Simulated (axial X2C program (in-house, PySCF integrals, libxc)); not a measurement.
Excited states of SiP⁻ by EOM-EE-CCSD

Calculated with an in-house all-electron X2C program for linear molecules (integrals from PySCF): two-component X2C with atomic mean-field Coulomb and Gaunt terms, Gaussian nuclei, basis P dyall-av3z, Si dyall-av3z with contracted cores.

R = 2.010 Å (near the PBE0 minimum at charge -1 of the determinant lowest at the starting distance; the state shown can have its own minimum elsewhere).

Hartree–Fock spinors of SiP⁻ (one of each Kramers pair; a window near the gap, which can cut inner shells):

| ω | occupied | ε (eV) | character |
| --- | --- | --- | --- |
| 1/2 | yes | -15.75 | 50% P s, 23% Si s, 13% Si p |
| 1/2 | yes | -8.25 | 34% Si s, 31% P p, 15% P s |
| 1/2 | yes | -3.51 | 40% Si p, 36% P p, 12% Si s |
| 1/2 | yes | -2.88 | 55% P p, 33% Si p, 6% Si d |
| 3/2 | yes | -2.84 | 55% P p, 33% Si p, 6% Si d |
| 1/2 | no | 3.63 | 76% Si p, 12% P p, 7% Si s |
| 1/2 | no | 3.92 | 92% Si p, 5% Si d, 2% P p |
| 3/2 | no | 3.92 | 92% Si p, 5% Si d, 2% P p |
| 1/2 | no | 4.18 | 58% Si s, 22% P p, 19% Si p |
| 3/2 | no | 5.19 | 80% P p, 10% Si p, 6% P d |
| 1/2 | no | 5.19 | 80% P p, 10% Si p, 7% P d |

Vertical excitation energies from the closed-shell determinant state of SiP⁻:

| Ω | excitation (eV) | cm⁻¹ | hole of the leading pair | particle of the leading pair | weight of the pair (for Ω = 0 its time-reversed partner can hold as much again) | singles weight |
| --- | --- | --- | --- | --- | --- | --- |
| 1 | 2.284 | 18424 | 55% P pπ, 33% Si pπ | 41% Si pπ, 21% P pπ, 16% P dπ | 0.49 | 0.95 |
| 0⁻ | 2.285 | 18428 | 55% P pπ, 33% Si pπ | 41% Si pπ, 22% P pπ, 16% P dπ | 0.24 | 0.95 |
| 3 | 2.778 | 22409 | 55% P pπ, 33% Si pπ | 41% Si pπ, 20% P pπ, 17% Si dπ | 0.94 | 0.94 |
| 2 | 2.780 | 22422 | 55% P pπ, 33% Si pπ | 42% Si pπ, 20% P pπ, 16% Si dπ | 0.48 | 0.94 |
| 1 | 2.783 | 22444 | 51% P pπ, 30% Si pπ | 42% Si pπ, 20% P pπ, 17% Si dπ | 0.87 | 0.94 |
| 0⁺ | 2.785 | 22460 | 41% Si pσ, 34% P pσ, 14% Si sσ | 41% Si pπ, 21% Si dπ, 18% P pπ | 0.47 | 0.94 |
| 0⁻ | 2.785 | 22460 | 41% Si pσ, 34% P pσ, 14% Si sσ | 41% Si pπ, 21% Si dπ, 18% P pπ | 0.47 | 0.94 |
| 1 | 2.795 | 22545 | 30% Si pσ, 25% P pσ, 15% P pπ | 41% Si pπ, 20% Si dπ, 18% P pπ | 0.54 | 0.94 |
| 2 | 2.803 | 22606 | 40% Si pσ, 33% P pσ, 14% Si sσ | 41% Si pπ, 21% Si dπ, 18% P pπ | 0.91 | 0.94 |

This point took 33 s on 1 thread of Arm Neoverse V2, with other jobs on the host.

Reference electrons by ω block (each with its −ω partner): 1/2: 12, 3/2: 3. 10 electrons of SiP⁻ correlated (inner shells frozen), 88 natural virtual spinors (a truncated set); levels can be off by some tenths of an eV. Roots sought by Ω: (0: 5, 1: 4, 2: 3, 3: 1); rows need 60 % singles weight and stop where some Ω has no more roots. Missing are any skipped roots, higher Ω and states of a further excitation; these come out far too high here and may in truth be low or lowest. T1 of the reference 0.019 (Lee–Taylor). The highest Hartree–Fock level of the anion lies at -2.84 eV; relaxation, partly offset by correlation, puts the detachment threshold some tenths of an eV to over one eV lower in magnitude, and states above it are held by the basis set and are not bound. Number of frozen shells: P 2 s, 1 p; Si 2 s, 1 p.
